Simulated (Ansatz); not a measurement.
## Two-coordinate energy map

CH$_{3}$FSi (SMILES C[Si]F), singlet, PBE0-D4/def2-TZVP minimum:

```
6
angstrom
C -0.3330 0.3878 -0.1760
Si 0.4670 -0.5782 1.2326
F 1.3608 -1.5940 0.3412
H -1.0170 1.1619 0.1790
H 0.4458 0.8570 -0.7901
H -0.8816 -0.2984 -0.8328
```

Rows set the bond length C1–H5 (Å; 1.097 at the minimum), columns the dihedral angle H4–C1–Si2–F3 (°; 179.6), set in this order; the parts move rigidly, in a bend the first-named atom's side turns in the plane, and in a torsion the whole end group turns. CCSD(T) energies count from the value at that structure, in kJ/mol. Ansatz 0.2.0; basis: def2-TZVPP; cores frozen in the correlated methods.

| C1–H5 \ H4–C1–Si2–F3 | -167.2 | -147.2 | -127.2 | -107.2 | -87.2 | -67.2 |
| --- | --- | --- | --- | --- | --- | --- |
| 0.966 | 34.4 | 35.5 | 36.8 | 37.0 | ? | 35.4 |
| 1.021 | 10.4 | 11.7 | 13.2 | 13.3 | 12.3 | 11.3 |
| 1.102 | 0.4 | 2.1 | 3.7 | 3.8 | 2.5 | 1.2 |
| 1.197 | 13.6 | ? | 17.4 | 17.5 | 16.0 | ? |
| 1.302 | 46.0 | 48.4 | 50.4 | 50.5 | 48.6 | 46.5 |
| 1.416 | 91.5 | 94.2 | 96.4 | 96.4 | 94.3 | 91.8 |
| 1.536 | 143.1 | 146.1 | 148.4 | 148.4 | 146.0 | 143.2 |

Question: Fill in the withheld cells. (Judge from chemistry; the value comes from the calculation.)

Answer: Computed: (0.966, -87.2): 36.1; (1.197, -147.2): 15.6; (1.197, -67.2): 14.3 kJ/mol. These count from the CCSD(T) energy at the PBE0-D4 minimum.

The same grid for a cheaper method: HF − CCSD(T), both counted from the minimum, in kJ/mol:
```tsv
C1–H5 \ H4–C1–Si2–F3	-167.2	-147.2	-127.2	-107.2	-87.2	-67.2
0.966	-2.7	-2.6	-2.6	-2.6	-2.6	-2.7
1.021	-1.7	-1.6	-1.5	-1.5	-1.6	-1.7
1.102	0.2	0.4	0.6	0.6	0.4	0.1
1.197	3.1	3.4	3.7	3.7	3.3	3.0
1.302	7.1	7.6	8.0	7.9	7.5	6.9
1.416	12.5	13.3	13.8	13.7	13.0	12.2
1.536	19.4	20.5	21.1	21.0	20.1	19.1
```

The T1 diagnostic stays at or below 0.016. The restricted Hartree–Fock reference is unstable towards an unrestricted one here.

For scale, one of the runs: CCSD(T)/def2-TZVPP, 146 basis functions (an equivalent command: `ansatz run in.yaml --threads 2`). Time: 12 s of wall clock on 2 CPU threads; the host was shared. Peak host memory: 0.91 GiB.
